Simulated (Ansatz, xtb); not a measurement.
# Two isomers of C4H9FO

We compare I, `C[C@@H](O)[C@@H](C)F`, a singlet, with II, `CC(C)OCF`, a singlet. Both are isolated molecules in the gas phase, relaxed with B3LYP-D3(BJ)/def2-SVP; each stands in its lowest conformer found.

**Question.** Estimate E(II) − E(I) at the level CCSD(T)/def2-SVP + ΔMP2/def2-TZVPP.

**Answer.** Calculated at CCSD(T)/def2-SVP + ΔMP2/def2-TZVPP: E(II) − E(I) = +26.2 kJ/mol, so structure I lies lower.

Level by level:

```tsv
level	geometry	E(II) − E(I) (kJ/mol)	departure from the last row (kJ/mol)	job, with rough time for the two
GFN2-xTB	GFN2-xTB	−6.9	−33.1	optimisation, 0.14 s
HF/STO-3G	GFN2-xTB	−18.3	−44.5	single point, 0.4 s
r2SCAN-D4/def2-SVP	GFN2-xTB	+18.2	−8.0	single point, 4.7 s
B3LYP-D3(BJ)/def2-SVP	B3LYP-D3(BJ)/def2-SVP	+16.1	−10.1	optimisation, 37 s
HF/def2-SVP	B3LYP-D3(BJ)/def2-SVP	+13.2	−13.0	part of the CCSD(T) run
MP2/def2-SVP	B3LYP-D3(BJ)/def2-SVP	+21.9	−4.4	part of the CCSD(T) run
CCSD(T)/def2-SVP	B3LYP-D3(BJ)/def2-SVP	+19.1	−7.1	single point
CCSD(T)/def2-SVP + ΔMP2/def2-TZVPP	B3LYP-D3(BJ)/def2-SVP	+26.2		single point, 84 s
```

As drawn, II has 1 C–O, 1 C–H in place of 1 C–C, 1 O–H.

GFN2-xTB, HF/STO-3G put the two in the other order. The largest departure from CCSD(T)/def2-SVP + ΔMP2/def2-TZVPP is that of HF/STO-3G, 44.5 kJ/mol. The last row adds to CCSD(T) the change of the MP2 difference between the two basis sets, here +7.1 kJ/mol.

With thermal terms from frequencies at re-optimised GFN2-xTB minima (ideal gas, soft modes damped towards free rotors, one conformer each, 298.15 K, 1 atm): the zero-point term adds +0.4 kJ/mol; ΔH is +26.5 and ΔG +25.9 kJ/mol.

The correlated steps freeze 6 core orbitals. Mirror images aren't counted in ΔG. Run with Ansatz 0.2.0, xtb 6.7.1; the last row on 2 threads of Arm Neoverse V2 on a shared host.
